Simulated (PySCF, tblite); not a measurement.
# C₅H₁₁P: dynamics, then NMR shifts on frames

How do NMR shifts of C₅H₁₁P (`C/C=C\PCC`) change as the atoms move?

Computed with tblite 0.8.0 and PySCF 2.14.0, with density-fitted response routines of our own, on a single molecule in the gas phase. Atoms are numbered from 0 throughout.

**1. Starting geometry**

17 atoms, charge 0, multiplicity 1; geometry from: GFN2-xTB.

Bonds of the start (Å): C0–C1 1.49, C1–C2 1.33, C2–P3 1.82, P3–C4 1.86, C4–C5 1.52, C0–H6 1.09, C0–H7 1.09, C0–H8 1.09, C1–H9 1.08, C2–H10 1.08, P3–H11 1.40, C4–H12 1.09, C4–H13 1.09, C5–H14 1.09, C5–H15 1.09, C5–H16 1.09.

**2. Dynamics with GFN2-xTB**

Job settings and geometry (Å):

```
{"job": {"kind": "md", "xc": "GFN2-xTB", "basis": "xTB", "temperature": 400, "steps": 2000, "every": 50, "frames": 5}, "charge": 0, "multiplicity": 1}
C      2.683517    -0.610931     0.379841
C      1.903169     0.617737     0.063664
C      0.690587     0.632693    -0.475334
P     -0.240380    -0.832223    -1.023443
C     -1.958707    -0.143495    -0.828926
C     -2.288186     0.343629     0.575151
H      3.675154    -0.547181    -0.066500
H      2.811903    -0.714400     1.457920
H      2.180801    -1.495370    -0.006939
H      2.387795     1.554118     0.316707
H      0.219018     1.578871    -0.717648
H     -0.236666    -1.495444     0.210837
H     -2.652917    -0.935202    -1.125308
H     -2.065421     0.667714    -1.556153
H     -1.605086     1.132434     0.883843
H     -3.304942     0.732526     0.612056
H     -2.206638    -0.473446     1.290321
```

Level: GFN2-xTB Langevin dynamics, gas phase.

Run with:

```console
$ OMP_NUM_THREADS=1 python probes_run.py task.json out
```

This one command runs all jobs of the session in turn.

The log of the run:

```text
t/fs     T/K      E/eV
    0.0   345.3   -511.36636
   25.0   243.8   -510.83979
   50.0   340.0   -510.69831
   75.0   395.4   -510.78376
  100.0   421.8   -510.83828
  125.0   460.4   -510.64965
  150.0   340.5   -510.41479
  175.0   445.4   -510.43791
  200.0   310.2   -510.62979
  225.0   264.6   -510.60622
  250.0   333.6   -510.76773
  275.0   216.2   -510.67424
  300.0   277.9   -510.59192
  325.0   282.3   -510.44609
  350.0   448.1   -510.86300
  375.0   290.6   -510.29257
  400.0   439.9   -510.58554
  425.0   378.5   -510.30997
  450.0   620.4   -510.63144
  475.0   435.4   -510.09855
  500.0   519.7   -509.95307
  525.0   505.9   -510.25705
  550.0   640.8   -510.48282
  575.0   644.6   -510.14438
  600.0   578.0   -510.08663
  625.0   709.7   -510.35337
  650.0   508.4   -510.02765
  675.0   637.9   -510.51860
  700.0   436.4   -510.46143
  725.0   355.4   -510.37952
  750.0   495.1   -510.66706
  775.0   442.8   -510.55538
  800.0   355.3   -510.39085
  825.0   389.8   -510.50457
  850.0   368.6   -510.29376
  875.0   442.4   -510.54325
  900.0   477.1   -510.65172
  925.0   431.5   -510.61037
  950.0   413.7   -510.61626
  975.0   384.5   -510.51025
 1000.0   330.6   -510.48067
```

It took 41 s on 1 thread of Intel Xeon at 2.50GHz, shared host.

Distance from the start (root mean square after alignment): 0 fs 0.00 Å, 200 fs 0.55 Å, 400 fs 0.37 Å, 600 fs 0.85 Å, 800 fs 0.68 Å, 1000 fs 0.91 Å.

Positions (Å) and forces (eV/Å) at 1000 fs:

```xyz
17

C     1.396   -0.036    1.374    0.068   -1.363   -0.004
C     0.610    1.211    1.624    3.373   -0.148    1.203
C    -0.444    1.600    0.974   -1.223   -0.197   -0.190
P    -1.327    0.509   -0.238    0.015    1.371    0.206
C    -3.070    1.219    0.176    1.023   -2.860   -0.901
C    -3.892    0.041    0.684    0.517    0.752    0.537
H     2.318   -0.225    2.013   -1.099    0.753   -0.817
H     0.693   -0.877    1.669    0.802    0.502   -0.803
H     1.685   -0.082    0.275   -0.438   -0.275    1.355
H     1.137    1.891    2.332   -0.692   -0.324   -0.335
H    -0.804    2.532    1.380   -0.764    0.228   -0.779
H    -1.278   -0.659    0.571   -0.307    0.369    0.071
H    -3.480    1.685   -0.689   -0.333    0.191   -0.728
H    -3.001    1.887    0.949    0.360    1.853    1.736
H    -4.871    0.409    0.915   -0.537   -0.203    0.472
H    -3.938   -0.749    0.008   -0.428   -1.091   -1.687
H    -3.361   -0.432    1.507   -0.338    0.442    0.664
```

**3. Shielding tensors: 250 fs, PBE0/pcSseg-1**

Job settings and geometry (Å):

```
{"job": {"kind": "nmr", "xc": "PBE0", "basis": "pcSseg-1", "pop": false}, "charge": 0, "multiplicity": 1}
C      2.286000    -0.893600    -0.470400
C      1.658900     0.171400     0.419300
C      0.345500     0.532000     0.269500
P     -0.661200    -0.316200    -0.981500
C     -2.196700     0.556200    -0.753100
C     -2.815800     0.390500     0.677400
H      3.344900    -0.939800    -0.541500
H      1.936600    -1.896100    -0.148700
H      1.793400    -0.726400    -1.457100
H      2.373900     0.494300     1.210600
H     -0.028500     1.347500     0.939000
H     -0.945700    -1.411400    -0.015700
H     -2.927300     0.269900    -1.458100
H     -1.978500     1.594500    -0.867900
H     -2.104900     0.747300     1.400700
H     -3.719600     1.029700     0.705600
H     -3.085300    -0.613100     0.961800
```

With the program's defaults for keys left out, this is: GIAO PBE0/pcSseg-1 NMR shielding, non-relativistic, gas phase.

The log of the run:

```text
coarse grid: 13880 points
cycle   1  E = -537.9580292443  dE =  3.915e-01  |g| = 3.997e-01  |ddm| = 3.559e+00
cycle   2  E = -537.9518549711  dE =  6.174e-03  |g| = 4.332e-01  |ddm| = 7.261e-01
cycle   3  E = -538.0014074472  dE = -4.955e-02  |g| = 3.462e-02  |ddm| = 3.971e-01
cycle   4  E = -538.0015695908  dE = -1.621e-04  |g| = 2.557e-02  |ddm| = 6.664e-02
cycle   5  E = -538.0017264916  dE = -1.569e-04  |g| = 8.152e-03  |ddm| = 2.680e-02
cycle   6  E = -538.0017432872  dE = -1.680e-05  |g| = 1.866e-03  |ddm| = 8.869e-03
cycle   7  E = -538.0017440970  dE = -8.098e-07  |g| = 3.055e-04  |ddm| = 2.128e-03
final grid: 127064 points
cycle   8  E = -538.0397117744  dE = -4.151e-05  |g| = 8.623e-03  |ddm| = 3.475e-02
cycle   9  E = -538.0397056937  dE =  6.081e-06  |g| = 9.888e-03  |ddm| = 1.548e-02
cycle  10  E = -538.0397310841  dE = -2.539e-05  |g| = 3.819e-04  |ddm| = 8.859e-03
cycle  11  E = -538.0397311185  dE = -3.435e-08  |g| = 1.653e-04  |ddm| = 6.829e-04
cycle  12  E = -538.0397311237  dE = -5.281e-09  |g| = 7.900e-05  |ddm| = 1.839e-04
cycle  13  E = -538.0397311252  dE = -1.478e-09  |g| = 2.585e-05  |ddm| = 8.602e-05
cycle  14  E = -538.0397311254  dE = -1.710e-10  |g| = 3.917e-06  |ddm| = 2.411e-05
converged SCF energy = -538.0397311254

GIAO shielding tensors (ppm)
atom      isotropic    diamagn.    paramagn.     s11        s22        s33       span
  0 C      162.450     253.758     -91.308    147.837    158.282    181.231     33.394
  1 C       30.402     253.224    -222.821    -86.980     20.181    158.006    244.986
  2 C       47.942     262.823    -214.881    -65.179     68.009    140.995    206.174
  3 P      388.739     967.632    -578.893    304.200    423.254    438.762    134.562
  4 C      175.230     254.454     -79.224    167.515    177.199    180.975     13.460
  5 C      164.183     247.462     -83.279    139.371    164.177    189.000     49.629
  6 H       30.261      29.866       0.394     26.553     27.923     36.305      9.753
  7 H       29.648      30.924      -1.276     25.417     28.667     34.861      9.444
  8 H       28.099      30.438      -2.339     23.228     29.565     31.504      8.276
  9 H       24.090      30.509      -6.419     22.019     23.911     26.339      4.321
 10 H       24.638      33.219      -8.581     22.075     23.314     28.526      6.451
 11 H       26.791      30.346      -3.556     22.609     26.126     31.637      9.028
 12 H       31.108      31.439      -0.331     25.273     29.712     38.340     13.066
 13 H       31.252      32.988      -1.735     27.305     29.171     37.280      9.975
 14 H       30.167      31.665      -1.498     25.157     30.723     34.622      9.465
 15 H       29.817      27.147       2.670     24.454     27.044     37.954     13.500
 16 H       31.062      29.994       1.069     27.481     28.830     36.876      9.395
```

Wall time 55 s (1 thread of Intel Xeon at 2.50GHz, shared host); peak memory 0.84 GiB.

Shifts follow as δ = σ(reference) − σ, with reference shieldings (ppm) from runs at the same level and on the same kind of geometry: ¹H TMS 31.72, ¹³C TMS 186.9, ³¹P H3PO4 318.4. The references are single molecules in the gas phase, so shifts against H2O, NH3, PH3, H3PO4 or CFCl3 are not on the usual liquid scales and can be off by tens of ppm. Each atom is listed at this fixed geometry, with no averaging over motion; a spectrum would average atoms that exchange fast.

```csv
atoms,environment,σ (ppm),δ (ppm)
C1,alkene CH,30.4,156.5
C2,alkene CH,47.9,139.0
C0,allylic methyl carbon,162.4,24.5
C5,methyl carbon,164.2,22.7
C4,sp3 CH2 bonded to P,175.2,11.7
H9,hydrogen on an alkene CH,24.09,7.63
H10,hydrogen on an alkene CH,24.64,7.08
H11,hydrogen on a phosphorus bonded to 2 C,26.79,4.93
H8,hydrogen on an allylic methyl carbon,28.10,3.62
H7,hydrogen on an allylic methyl carbon,29.65,2.07
H15,hydrogen on a methyl carbon,29.82,1.90
H14,hydrogen on a methyl carbon,30.17,1.55
H6,hydrogen on an allylic methyl carbon,30.26,1.46
H16,hydrogen on a methyl carbon,31.06,0.65
H12,hydrogen on an sp3 CH2 bonded to P,31.11,0.61
H13,hydrogen on an sp3 CH2 bonded to P,31.25,0.46
P3,"phosphorus bonded to 2 C, H",388.7,-70.4
```

**4. Shielding tensors: 425 fs, PBE0/pcSseg-1**

Job settings and geometry (Å):

```
{"job": {"kind": "nmr", "xc": "PBE0", "basis": "pcSseg-1", "pop": false}, "charge": 0, "multiplicity": 1}
C      2.372700    -0.509700    -0.504400
C      1.545700     0.343700     0.519000
C      0.315200     0.700600     0.273100
P     -0.862900    -0.191100    -0.801400
C     -2.529500     0.612900    -0.179900
C     -2.720600     0.512600     1.318100
H      2.939400     0.302900    -0.906000
H      3.163400    -1.119500    -0.087500
H      1.627100    -0.951700    -1.180400
H      2.273600     0.926000     1.183200
H     -0.124300     1.294300     0.994400
H     -1.009400    -1.335600    -0.041100
H     -3.371900     0.338300    -0.787700
H     -2.507900     1.724500    -0.303300
H     -1.965400     0.977800     1.936900
H     -3.714900     0.803100     1.574000
H     -2.697700    -0.565700     1.644200
```

Level: GIAO PBE0/pcSseg-1 NMR shielding, non-relativistic, gas phase.

The log of the run:

```text
coarse grid: 13880 points
cycle   1  E = -537.9366266482  dE =  3.949e-01  |g| = 4.117e-01  |ddm| = 3.532e+00
cycle   2  E = -537.9270295553  dE =  9.597e-03  |g| = 4.563e-01  |ddm| = 7.503e-01
cycle   3  E = -537.9814781085  dE = -5.445e-02  |g| = 5.553e-02  |ddm| = 4.367e-01
cycle   4  E = -537.9820456380  dE = -5.675e-04  |g| = 3.212e-02  |ddm| = 8.177e-02
cycle   5  E = -537.9822975934  dE = -2.520e-04  |g| = 7.430e-03  |ddm| = 3.074e-02
cycle   6  E = -537.9823118129  dE = -1.422e-05  |g| = 2.269e-03  |ddm| = 9.703e-03
cycle   7  E = -537.9823129936  dE = -1.181e-06  |g| = 4.468e-04  |ddm| = 2.462e-03
final grid: 127064 points
cycle   8  E = -538.0207263928  dE = -3.570e-05  |g| = 7.981e-03  |ddm| = 2.864e-02
cycle   9  E = -538.0207198712  dE =  6.522e-06  |g| = 9.409e-03  |ddm| = 1.493e-02
cycle  10  E = -538.0207431488  dE = -2.328e-05  |g| = 5.541e-04  |ddm| = 8.335e-03
cycle  11  E = -538.0207432187  dE = -6.990e-08  |g| = 2.272e-04  |ddm| = 8.142e-04
cycle  12  E = -538.0207432310  dE = -1.230e-08  |g| = 6.390e-05  |ddm| = 2.521e-04
cycle  13  E = -538.0207432319  dE = -9.190e-10  |g| = 2.880e-05  |ddm| = 9.157e-05
converged SCF energy = -538.0207432319

GIAO shielding tensors (ppm)
atom      isotropic    diamagn.    paramagn.     s11        s22        s33       span
  0 C      157.414     250.303     -92.888    135.155    149.814    187.274     52.119
  1 C       31.257     254.825    -223.568    -85.465     32.210    147.026    232.491
  2 C       67.519     263.132    -195.614    -35.491     78.294    159.754    195.244
  3 P      386.633     966.991    -580.359    341.805    390.940    427.153     85.348
  4 C      164.712     251.815     -87.103    151.170    158.035    184.930     33.761
  5 C      169.424     246.186     -76.762    146.093    172.584    189.596     43.503
  6 H       30.048      30.082      -0.034     26.000     29.027     35.118      9.117
  7 H       29.669      29.354       0.315     27.019     27.254     34.733      7.715
  8 H       28.526      30.148      -1.622     22.877     30.775     31.925      9.048
  9 H       23.995      30.033      -6.038     21.840     24.075     26.069      4.229
 10 H       26.846      36.286      -9.440     23.104     25.458     31.975      8.871
 11 H       27.932      32.048      -4.116     23.880     27.331     32.584      8.704
 12 H       30.302      30.736      -0.435     24.979     28.463     37.463     12.484
 13 H       29.515      31.146      -1.631     25.182     28.039     35.325     10.143
 14 H       29.992      30.769      -0.777     25.263     29.811     34.902      9.639
 15 H       30.511      27.305       3.206     25.247     27.700     38.584     13.337
 16 H       30.139      29.305       0.834     26.014     28.261     36.143     10.130
```

Run time: 53 s. Hardware: 1 thread of Intel Xeon at 2.50GHz, shared host; peak memory 0.82 GiB.

Key values: δ C1 155.7, C2 119.4, C0 29.5, C4 22.2, H9 7.72, H10 4.87 ppm.

(Part 1 of 2 ends here.)
